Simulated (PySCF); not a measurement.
Structure problem from calculated spectra and properties.

Elements present: C, H and S. Monoisotopic mass: 69.9877 u.

| Property | Result |
| --- | --- |
| 13C NMR | chemical shifts (computed TMS as zero) by class: 240.1 (1 C), 107.8 (1 C), 94.3 (1 C) ppm [GIAO PBE0/pcSseg-2] |
| UV, strongest line | among the 10 lowest singlet transitions: S3 at 4.68 eV (265 nm, f = 0.268) [TDDFT CAM-B3LYP/aug-cc-pVTZ] |
| 1H NMR | chemical shifts (computed TMS as zero) by class: 11.00 (1 H), 4.58 (1 H) ppm [GIAO PBE0/pcSseg-2] |
| UV, first state | lowest singlet excitation: 2.07 eV (600 nm, f = 0.000) [TDDFT CAM-B3LYP/aug-cc-pVTZ] |
| Rotational structure | rotational constants A, B, C: 43.392, 3.130, 2.919 GHz [PBE0-D3(BJ)/def2-TZVP] |
| Triplet | lowest triplet excitation (Tamm–Dancoff): 1.58 eV [TDA CAM-B3LYP/aug-cc-pVTZ] |
| Polarisability | 60.4 au [CAM-B3LYP/aug-cc-pVTZ] |
| Dipole | 2.19 D [CAM-B3LYP/aug-cc-pVTZ] |
| NMR, other nuclei | isotropic shieldings of nuclei other than C and H, by class: -838 (1 S) ppm [GIAO PBE0/pcSseg-2] |

Electronic properties: PySCF, gas phase, density fitting. Levels stand in brackets. Geometry: PBE0-D3(BJ)/def2-TZVP; no solvent, vibrations or thermal averaging. Each NMR value is the plain mean over a class of atoms that symmetry, rotation or inversion makes alike.

Problem. Which formula fits the mass and the elements?

Solution. C3H2S (calculated 69.9877). No other formula that holds each of these elements comes within 0.0003 u with a fitting electron parity and a possible valence count.

Problem. What is the compound? Reason from the data.

Solution. Numbering: `[CH:1]#[C:2][CH:3]=[S:4]`. Its formula, C3H2S, gives 3 degrees of unsaturation: 0 rings and 3 π bonds in the structure found. 3 carbons fall into 3 classes; from least to most shielded: thiocarbonyl carbon [C3] (240.1 ppm), terminal alkyne carbon [C1] (107.8 ppm), alkyne carbon [C2] (94.3 ppm). Hydrogen classes from least to most shielded: 1 H on a thiocarbonyl carbon, C3 (11.00 ppm), 1 H on a terminal alkyne carbon, C1 (4.58 ppm). The other shieldings belong to: -838 ppm, thiocarbonyl sulfur [S4]. S1 is mainly HOMO→LUMO (weight 0.98); the largest Löwdin shares of the orbital it empties are 0.70 on the thiocarbonyl sulfur and 0.23 on the thiocarbonyl carbon, of the orbital it fills 0.39 on the thiocarbonyl sulfur, 0.30 on the thiocarbonyl carbon, 0.14 on the terminal alkyne carbon and 0.09 on the alkyne carbon. The optimised geometry has point group Cs and is an asymmetric top. Structure: thiopropynal, `C#CC=S`. Computed isomers that give other values at the same levels: `S=c1cc1` (13C chemical shifts (computed TMS as zero) by class: 187.5 (1 C), 172.3 (2 C) ppm). The assignments are read from this structure; whether some other isomer fits the data as well wasn't checked.
